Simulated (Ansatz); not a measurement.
# Ti$_{2}$Co (Fd-3m)

These are results of Ansatz, DFT r2SCAN, scalar-relativistic, plane waves, PAW, not measurements.

Cutoff 500 eV; k points 10×10×10 on the computed 6-atom cell (Γ-centred); Gaussian smearing, width 0.10 eV; collinear spin from starting moments 0.41 0.41 0.41 0.41 1.94 1.94 μB.

The structure is relaxed at this level of theory with its symmetry kept. Whether it is the stable form of this composition wasn't checked.

```cif
data_structure
_symmetry_space_group_name_H-M 'P 1'
_symmetry_Int_Tables_number 1
_cell_length_a 5.0409
_cell_length_b 5.0409
_cell_length_c 5.0409
_cell_angle_alpha 60.000
_cell_angle_beta 60.000
_cell_angle_gamma 60.000
_cell_volume 90.58
loop_
_atom_site_label
_atom_site_type_symbol
_atom_site_fract_x
_atom_site_fract_y
_atom_site_fract_z
_atom_site_occupancy
Ti1 Ti 0.62500 0.62500 0.62500 1
Ti2 Ti 0.12500 0.62500 0.62500 1
Ti3 Ti 0.62500 0.62500 0.12500 1
Ti4 Ti 0.62500 0.12500 0.62500 1
Co1 Co 0.00000 0.00000 0.00000 1
Co2 Co 0.25000 0.25000 0.25000 1
```

```json
{
 "Space group": "Fd-3m (No. 227)",
 "Volume per atom": "15.10 Å³",
 "Formation energy from the elements' standard states (uncorrected)": "+0.483 eV/atom",
 "Generalised Kohn–Sham band gap": "none (metal)",
 "Density of states at the Fermi level": "5.24 states/eV per cell",
 "Löwdin character within 0.5 eV of the Fermi level": "Ti 3d 58 %, Co 3d 34 %",
 "Bulk modulus": "103 GPa",
 "Its pressure derivative": "4.1",
 "Bader charges (e)": "Ti (4 in the cell) 0.47, Co (2 in the cell) -0.94",
 "Total moment": "4.85 μB per cell",
 "Site moments (μB; atoms counted from 1 over the whole cell)": "Ti (atom 1) 0.38, Ti (atom 2) 0.38, Ti (atom 3) 0.38, Ti (atom 4) 0.38, Co (atom 5) 1.76, Co (atom 6) 1.76"
}
```

The state reached may not be the lowest one.

Only this magnetic start was tried.